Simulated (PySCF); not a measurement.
# O4P: the cost of one run

The runs use PySCF 2.14.0, with density-fitted response routines of our own; the level of theory stands in each step. All values are computed, except where a source is named. Atoms are numbered from 0 throughout.

### 1 The molecule as given

5 atoms, charge -3, multiplicity 1; geometry from: GFN2-xTB.

Bonds of the start (Å): O0–P1 1.58, P1–O2 1.58, P1–O3 1.58, P1–O4 1.58.

### 2 Relaxing the molecule at PBE0-D3(BJ)/def2-SVP

The job: settings as JSON, then the geometry in Å.

```
{"job": {"xc": "PBE0", "basis": "def2-SVP", "d3": "d3bj", "grid": 1, "kind": "geom"}, "charge": -3, "multiplicity": 1}
O      0.211181    -0.394467     1.516715
P      0.001680     0.000625    -0.003499
O     -0.832178     1.345316    -0.089628
O      1.412426     0.208625    -0.694297
O     -0.784487    -1.157248    -0.746478
```

The run is started by

```console
OMP_NUM_THREADS=1 python probes_run.py task.json out
```

This one command runs all jobs of the session in turn.

Q: Estimate the wall time and peak memory of this first job on 1 thread of Arm Neoverse V1, shared host.

About 6.4 s, with a peak of 0.32 GiB.
